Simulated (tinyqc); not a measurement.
Ways to converge the cycle: SCF convergence aids in the sto-6g basis, for BH3, spin multiplicity 1. Computed by the program tinyqc with PySCF. 

Geometry (angstrom):
```
atom,x,y,z
B,0.0000,0.0000,0.0270
H,1.1710,0.0000,0.0000
H,-0.5850,1.0140,0.0000
H,-0.5850,-1.0140,0.0000
```

lowest restricted solution found by these runs and by PySCF = -26.330405 hartree

RHF with one setting changed at a time; a run stops when the energy changes by less than 1e-09 hartree and the error matrix is below 1e-5. The start is the core Hamiltonian. Damping d keeps d of the old density; a shift (hartree) raises the virtual levels; DIIS n extrapolates F over n matrices.

Largest element of the error matrix X^T (FDS - SDF) X:
```
iteration,plain,damping 0.3,damping 0.6,shift 0.4,DIIS 3,DIIS 8
1,7.9e-01,7.9e-01,7.9e-01,7.9e-01,7.9e-01,7.9e-01
2,1.1e-01,2.6e-01,5.1e-01,2.9e-01,1.1e-01,1.1e-01
3,3.7e-03,7.4e-02,3.1e-01,7.3e-02,8.6e-03,8.6e-03
4,5.4e-04,2.1e-02,1.9e-01,1.9e-02,4.8e-04,4.8e-04
5,1.5e-04,6.5e-03,1.1e-01,5.6e-03,9.5e-05,4.3e-05
6,4.4e-05,2.7e-03,6.8e-02,1.8e-03,1.4e-06,1.0e-06
8,3.7e-06,4.0e-04,2.4e-02,2.3e-04,-,-
10,-,5.5e-05,8.3e-03,5.3e-05,-,-
14,-,3.0e-06,1.0e-03,-,-,-
20,-,4.8e-08,7.9e-05,-,-,-
30,-,-,1.5e-06,-,-,-
```

How each run ends:
```
run,iterations,E (hartree),state
plain,8,-26.33041,lowest found
damping 0.3,20,-26.33041,lowest found
damping 0.6,43,-26.33041,lowest found
shift 0.4,13,-26.33041,lowest found
DIIS 3,7,-26.33041,lowest found
DIIS 8,7,-26.33041,lowest found
```

6 of 6 runs reach the lowest restricted solution found, in 7 to 43 iterations (fastest: DIIS 3, DIIS 8). Plain steps already contract here, so damping only slows them. DIIS 3 and DIIS 8 gain by cancelling the error over several earlier matrices, much as a quasi-Newton step does.
